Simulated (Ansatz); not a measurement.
Computed with Ansatz on PBE0-D4/def2-TZVP structures; ΔE is electronic, products minus reactants. CBS: MP2 limit from def2 TZ/QZ plus the TZ coupled-cluster correction, frozen cores. This one scheme is used for every species. Functionals use def2-TZVPP. For Li outer-core shells are correlated without core-valence functions, which leaves a few kJ/mol of doubt a bond.

Reaction (hydrogenolysis of a Li–F bond): `[Li][F]` + H₂ → `[LiH]` + H–F

```
             level  ΔE (kcal/mol)
      CAM-B3LYP-D4           48.0
RPA@PBE/def2-TZVPP           43.6
  CCSD(T)/def2-SVP           45.9
CCSD(T)/def2-QZVPP           47.0
```

What does CCSD(T)/CBS give? (Best estimate.)

Computed: +47.4 kcal/mol. The listed levels differ from it by 0.6, -3.8, -1.5, -0.4 kcal/mol.

Largest T1 diagnostic among the species: 0.013.

At CCSD(T), def2-SVP lies −1.5 kcal/mol from the extrapolated value and def2-TZVPP −2.1 kcal/mol. In def2-TZVPP, CCSD(T) changes the Hartree–Fock value by +3.0 kcal/mol (the triples alone add +0.5 kcal/mol) and MP2 by +5.9 kcal/mol.
